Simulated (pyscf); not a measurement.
PySCF, gas phase, ωB97X-D3(BJ)/def2-SVP geometries.

Problem. PBE/def2-TZVP puts the barrier of HS–GeH₃ + H• → HS–GeH₂• + H₂ (hydrogen abstraction; doublet surface; Ge–H broken, H–H formed) at -0.04 eV and the reaction energy at -1.03 eV, from the separated reactants. What do r²SCAN/def2-TZVP, PBE0-D3(BJ)/def2-TZVP, ωB97M-D3(BJ)/def2-TZVP give on the same structures?

Solution. r²SCAN: ΔE‡ = -0.11 eV, ΔE = -1.07 eV; PBE0-D3(BJ): ΔE‡ = 0.01 eV, ΔE = -0.93 eV; ωB97M-D3(BJ): ΔE‡ = 0.12 eV, ΔE = -0.98 eV. PBE's barrier lies among them. Its reaction energy lies among theirs. At PBE, r²SCAN this geometry lies under the reactants; that is no barrier but a single point on another level's saddle; such a level's own saddle, if it has one, lies nearer that side and is low. One saddle was located; it need not be the lowest between these sides. The angle at the transferred H is 179°. Elements up to Kr have no core potential and no relativistic terms here.
